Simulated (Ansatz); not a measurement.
Two shapes of singlet SiH₂.

Shape 1:

```xyz
3

Si    0.0000    0.0000   -0.1234
H     0.0000    1.0085    0.8640
H     0.0000   -1.0085    0.8640
```

Shape 2:

```xyz
3

Si    0.0075   -0.0049   -0.1386
H    -0.0057    1.1043    0.9403
H    -0.0040   -1.0887    0.9444
```

Basis set: cc-pVTZ (spherical functions). Frozen core: 5 orbitals. Charge 0, multiplicity 1.

Computed with Ansatz (development build ahead of 0.2.0); each method stands on the lowest determinant of its kind that the runs found.

Which shape is lower in energy, and by how much in each method?

| method | E(2) − E(1) (eV) |
| --- | --- |
| RHF | -0.193 |
| RHF-MP2 | -0.192 |

Shape 2 is lower.
